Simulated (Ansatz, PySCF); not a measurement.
Process, species as SMILES: P (PH3) → P (PH3) as doublet, charge +1 + e-
Structures are relaxed separately at B3LYP-D3(BJ)/def2-TZVP in Ansatz (a program for electronic structure).
Geometry of the first species:
```xyz
4

P      0.0029     0.0016     0.1282
H     -0.0038     1.1839    -0.6561
H      1.0120    -0.6137    -0.6568
H     -1.0521    -0.5944    -0.6098
```

Wanted: adiabatic ionisation energy (0 K, with B3LYP-D3(BJ) harmonic zero-point energies from PySCF), in eV. Correlated levels leave the core frozen unless marked. Open shells are spin-unrestricted. Spin-orbit coupling is left out. Non-relativistic. FCI takes restricted orbitals. CBS marks a two-point X^-3 extrapolation of the correlation energy; Hartree-Fock from the larger set.

Measured: 9.87 eV (CCCBDB table in ASE); it holds spin-orbit effects, which all levels lack. This is an older compilation, not checked against later work.

```
level                                        program  adiabatic ionisation energy (eV)  error against measurement
------------------------------------  --------------  --------------------------------  -------------------------
HF/def2-TZVPPD                                Ansatz                              8.54                      -1.33
HF/cc-pV(Q+d)Z                                Ansatz                              8.54                      -1.33
M06-L/def2-TZVPD                               PySCF                              9.83                      -0.04
B3LYP-D4/def2-TZVPD                   Ansatz + dftd4                              9.85                      -0.02
PBE0-D3(BJ)/def2-TZVP                 Ansatz + dftd3                              9.71                      -0.16
r2SCANh/def2-TZVPD                            Ansatz                              9.65                      -0.22
B2PLYP/def2-TZVPD                             Ansatz                              9.70                      -0.17
RI-MP2/def2-TZVPP                             Ansatz                              9.63                      -0.24
RI-MP2/CBS(cc-pV(T+d)Z,cc-pV(Q+d)Z)           Ansatz                              9.76                      -0.11
SCS-MP2/cc-pVTZ                               Ansatz                              9.65                      -0.22
CCSD/6-31G*                                   Ansatz                              9.26                      -0.61
CCSD/def2-TZVPPD                              Ansatz                              9.69                      -0.18
CCSD(T)/aug-cc-pV(T+d)Z                       Ansatz                              9.79                      -0.08
FCI/6-31G                                     Ansatz                              8.91                      -0.96
CCSD(T)/CBS(def2-TZVPPD,def2-QZVPPD)          Ansatz                              9.85                      -0.02
```
